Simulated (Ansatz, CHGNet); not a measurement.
For rock-salt MgS, the machine-learned potential CHGNet-r²SCAN (trained on r²SCAN data) gives:

- lattice parameter a: 5.193 Å
- zone-centre TO phonon frequency: 303 cm⁻¹
- elastic constant C11: 143 GPa
- elastic constant C44: 16.7 GPa
- Voigt–Reuss–Hill shear modulus: 21.4 GPa

What does r²SCAN0 (plane waves, PAW; Ansatz, a first-principles code) give for the same quantities?


- lattice constant a: 5.185 Å (falls by 0.2 %)
- zone-centre TO phonon frequency: 240 cm⁻¹ (falls by 21 %)
- elastic constant C11: 157 GPa (goes up by 9.8 %)
- elastic constant C44: 62.1 GPa (grows by 270 %)
- Voigt–Reuss–Hill shear modulus: 59.3 GPa (increases by 180 %)

For comparison: lattice constant a 5.188 Å (measured, corrected for zero-point motion; as tabulated in Goldzak et al. (2022), arXiv:2208.04865); zone-centre TO phonon frequency 240 cm⁻¹ (measured, temperature not stated, not corrected to a static lattice; as tabulated in Chmeruk and Núñez-Valdez (2023), arXiv:2212.11645).

Changes are worked out from the printed values.

Unless a cell is named, each level is at its own relaxed cell (CHGNet-r²SCAN 17.51, r²SCAN0 17.43 Å³/atom).

Ansatz's density-functional and Hartree–Fock values are scalar-relativistic unless marked +SOC, with PAW data made under PBE.
